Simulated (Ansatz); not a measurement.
Telling isomers of BH5OSi apart by their spectra

These gas-phase data were calculated for one isomer of BH5OSi at B3LYP-D4/def2-TZVP (harmonic, unscaled wavenumbers; equilibrium rotational constants with average atomic masses):

```
rotational constants            : 43.76, 5.732, 5.388 GHz
all wavenumbers above 1500 cm⁻¹ : 2634, 2542, 2256, 2255, 2235
dipole moment                   : 0.99 D (PBE0/def2-TZVPD)
```

Candidates:

(1) `BO[SiH3]`, a singlet
(2) `OB[SiH3]`, a singlet

Problem. Assign the data to one candidate and say why.

Solution. Candidate (1). No mode falls between 3300 and 4000 cm⁻¹, where the O–H stretch of (2) would stand.

The same quantities for all candidates:

```
     rotational constants (GHz)   wavenumbers above 1500 cm⁻¹  dipole (D)  E above the lowest, B3LYP-D4/def2-TZVP (kcal/mol)
(1)         43.76, 5.732, 5.388  2634, 2542, 2256, 2255, 2235        0.99                                                0.0
(2)         35.34, 4.448, 4.137  3784, 2542, 2219, 2200, 2199        2.05                                               25.6
```

Each candidate is one conformer. Programs: Ansatz 0.2.0.
